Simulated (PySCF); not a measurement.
System: C3H7O, net charge 1, singlet state. It need not be the lowest isomer of its formula. SMILES: CC(C)=[OH+]
Coordinates optimised at B3LYP-D3(BJ)/def2-TZVP (Ansatz):
```
C
O 1 1.2757
H 2 0.9771 1 114.57
C 1 1.4647 2 115.92 3 -177.94
H 4 1.0872 1 112.04 2 -17.43
H 4 1.0909 5 112.14 1 125.31
H 4 1.1002 5 108.66 6 117.02
C 1 1.4692 2 121.48 3 2.28
H 8 1.0895 1 113.34 2 -16.54
H 8 1.0914 9 110.84 1 124.85
H 8 1.0992 9 108.81 10 116.24
```
Charge +1, spin multiplicity 1.

Dispersion corrections to the total energy (kcal/mol) from the dftd3 and dftd4 libraries through PySCF: D3(BJ) without and D4 with the three-body term, each with the damping fitted for the functional named.

```csv
functional,D3(BJ),D4
LC-wPBE,-3.60,(withheld)
B2PLYP,-3.02,-2.14
r2SCAN,(withheld),-0.76
PBE,-4.14,-3.08
BHLYP,-5.14,-3.28
BP86,-5.99,-3.92
PBE0,(withheld),-2.55
```

Task: Complete the blanks.

Result: 
- LC-wPBE, D4: -3.38
- r2SCAN, D3(BJ): -1.12
- PBE0, D3(BJ): -3.44
